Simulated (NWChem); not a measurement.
All runs are NWChem calculations. System: ethylamine (C2H7N), charge 0, spin multiplicity 1, at a geometry optimised with PBE/def2-SVP. Level: MP2/def2-TZVP, 3 core orbitals frozen.

The NWChem input:

```
start mol
memory heap 200 mb stack 900 mb global 1100 mb
geometry units angstroms nocenter noautoz noautosym
  C      1.190928     0.445213     0.013999
  C      0.039470    -0.550945    -0.098417
  N     -1.250117     0.134040    -0.005704
  H      2.172811    -0.054042    -0.112486
  H      1.093090     1.239641    -0.753039
  H      1.196263     0.939885     1.009080
  H      0.192877    -1.366249     0.657798
  H      0.087838    -1.051530    -1.090729
  H     -2.016334    -0.544828    -0.101449
  H     -1.358118     0.533238     0.937262
end
basis spherical
  * library def2-tzvp
end
scf
  rhf
  nopen 0
  maxiter 100
  thresh 1e-7
  semidirect memsize 60000000 filesize 0
end
mp2
  freeze core 3
end
task mp2 energy
```

Part of the output:

```
             Northwest Computational Chemistry Package (NWChem) 7.3.0
             --------------------------------------------------------

                                NWChem Input Module
                                -------------------

 Scaling coordinates for geometry "geometry" by  1.889725989
 (inverse scale =  0.529177249)

                             Geometry "geometry" -> ""
                             -------------------------

 Output coordinates in angstroms (scale by  1.889725989 to convert to a.u.)

  No.       Tag          Charge          X              Y              Z
 ---- ---------------- ---------- -------------- -------------- --------------
    1 C                    6.0000     1.19092800     0.44521300     0.01399900
    2 C                    6.0000     0.03947000    -0.55094500    -0.09841700
    3 N                    7.0000    -1.25011700     0.13404000    -0.00570400
    4 H                    1.0000     2.17281100    -0.05404200    -0.11248600
    5 H                    1.0000     1.09309000     1.23964100    -0.75303900
    6 H                    1.0000     1.19626300     0.93988500     1.00908000
    7 H                    1.0000     0.19287700    -1.36624900     0.65779800
    8 H                    1.0000     0.08783800    -1.05153000    -1.09072900
    9 H                    1.0000    -2.01633400    -0.54482800    -0.10144900
   10 H                    1.0000    -1.35811800     0.53323800     0.93726200

 Effective nuclear repulsion energy (a.u.)      82.3778764896

            Nuclear Dipole moment (a.u.)
            ----------------------------
        X                 Y               Z
 ---------------- ---------------- ----------------
    -0.0000075589     0.0000056692     0.0000018897


 Summary of "ao basis" -> "" (spherical)
 ------------------------------------------------------------------------------
       Tag                 Description            Shells   Functions and Types
 ---------------- ------------------------------  ------  ---------------------
 *                         def2-tzvp                  on all atoms
[...]
     1   1 0 0     -0.012980      0.000000     -0.000008
     1   0 1 0     -0.395669      0.000000      0.000006
     1   0 0 1      0.388951      0.000000      0.000002

     2   2 0 0    -14.949077      0.000000    116.990762
     2   1 1 0      1.193809      0.000000     15.206677
     2   1 0 1     -1.276050      0.000000     -2.753567
     2   0 2 0    -15.979255      0.000000     32.542549
     2   0 1 1      0.994921      0.000000      4.219755
     2   0 0 2    -15.217556      0.000000     14.886418

                   NWChem MP2 Semi-direct Energy/Gradient Module
                   ---------------------------------------------

  Basis functions       =    135
  Molecular orbitals    =    135
  Frozen core           =      3
  Frozen virtuals       =      0
  Active alpha occupied =     10
  Active beta occupied  =     10
  Active alpha virtual  =    122
  Active beta virtual   =    122
  Use MO symmetry       = F
  Use skeleton AO sym   = F

  AO/Fock/Back tols     =   1.0D-09  1.0D-09  1.0D-09

 GA uses MA = F    GA memory limited = T

 Available:
  local mem=  1.26D+08
 global mem=  1.44D+08
 local disk=  0.00D+00
  mp2_memr nvloc                   122
  nvloc new                   122
   1 passes of  10:        5242880                      98154                  37881719.
   1 passes of  10: M    126151406           G      144142750           F     120908526.

 Semi-direct pass number   1 of   1  for RHF alpha+beta  at        6.2s
  vrange nnbf                  9125
  mp2_eaftype                   144  avail_ma_in_mb                  1099
 EAF : mp2_eaftype filesize         144   18940859.
  mp2_eaf for mointskh                    144
Node 0 wrote     89.1 Mb in      0.0 s     Agg I/O rate:  6427.5 Mb/s
 Done moints_semi at        9.9s
  mp2_eaftype                   144  avail_ma_in_mb                   955
 EAF : mp2_eaftype filesize         144   18940859.
  mp2_eaf for kh                   144
 Done maket at       10.2s
 Done multipass loop at       10.2s

          -------------------------------------------
          SCF energy                -134.302065254661
          Correlation energy          -0.558902558197
          Singlet pairs               -0.370231045635
          Triplet pairs               -0.188671512562
          Total MP2 energy          -134.860967812858
          -------------------------------------------

          ---------------------------------------------------
                    Spin Component Scaled (SCS) MP2
          Same spin pairs                     -0.125781008375
          Same spin scaling factor             0.333333333333
          Opposite spin pairs                 -0.433121549823
          Opposite spin scaling fact.          1.200000000000
          SCS-MP2 correlation energy          -0.561672862579
          Total SCS-MP2 energy              -134.863738117239
          ---------------------------------------------------

 -----------------------
 Performance information
 -----------------------

 Timer overhead =  1.33D-07 seconds/call

               Nr. of calls         CPU time (s)                 Wall time (s)                GFlops
             ---------------    -------------------     ------------------------------   -------------------
Name         Min   Avg   Max    Min     Avg     Max     Min     Avg     Max   Mx/calls   Min     Max     Sum
mp2: moin     1     1     1    3.7     3.7     3.7      3.7     3.7     3.7     3.7      0.0     0.0     0.0
mp2: make     1     1     1   0.21    0.21    0.21     0.21    0.21    0.21    0.21      0.0     0.0     0.0
mp2: tota     1     1     1    3.9     3.9     3.9      3.9     3.9     3.9     3.9      0.0     0.0     0.0

 The average no. of pstat calls per process was 3.00D+00
 with a timing overhead of 3.98D-07s

 Task  times  cpu:       10.1s     wall:       10.1s

 Total times  cpu:       10.2s     wall:       10.2s
```
